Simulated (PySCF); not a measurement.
Gas-phase reaction: AlH3 → AlH + 2 H

Method: PySCF energies (xtb for GFN2) plus ideal-gas RRHO corrections (1 bar). † marks an energy on the PBE0/def2-TZVP geometry and frequencies; other levels use their own. CCSD(T) freezes the core. 6-31G* has spherical d functions here. Open shells (unrestricted): H (multiplicity 2); the rest are closed-shell singlets. GFN2 has no spin-polarisation term. B3LYP is the form with VWN-RPA correlation. AlH3: computed as isolated molecules; such fragments, hydroxides, amides, oligomers or adducts are transient or little studied in the gas. CCSD(T) isn't extrapolated to the basis-set limit; its ΔH°(298 K) is 531.4 kJ in def2-SVP and 548.7 kJ in def2-TZVPP. The harmonic model lacks anharmonicity and excited electronic states, which grow with temperature; levels with a mode under 35 cm⁻¹ are left out.

ΔH° and ΔS° at 298 K: B3LYP/6-31G* 553 kJ, 210 J/K; B3LYP/def2-TZVP† 555 kJ, 210 J/K; CCSD(T)/def2-SVP† 531 kJ, 210 J/K; CCSD(T)/def2-TZVPP† 549 kJ, 210 J/K; GFN2-xTB 796 kJ, 210 J/K; HF/6-31G* 447 kJ, 210 J/K.

Problem. With the heat capacities included, give log10 K (1 bar) at 500, 600, 1200, 1600, 2000 K from B3LYP/6-31G*, B3LYP/def2-TZVP†, CCSD(T)/def2-SVP†, CCSD(T)/def2-TZVPP†, GFN2-xTB, HF/6-31G*.

Solution. 
```
T (K)  B3LYP/6-31G*  B3LYP/def2-TZVP†  CCSD(T)/def2-SVP†  CCSD(T)/def2-TZVPP†  GFN2-xTB  HF/6-31G*
-----  ------------  ----------------  -----------------  -------------------  --------  ---------
500           -46.6             -46.9              -44.4                -46.2     -72.1      -35.6
600           -36.9             -37.1              -35.1                -36.6     -58.1      -27.7
1200          -12.5             -12.6              -11.5                -12.3     -23.1       -7.8
1600           -6.3              -6.4               -5.6                 -6.2     -14.3       -2.8
2000           -2.6              -2.7               -2.1                 -2.5      -9.0        0.2
```
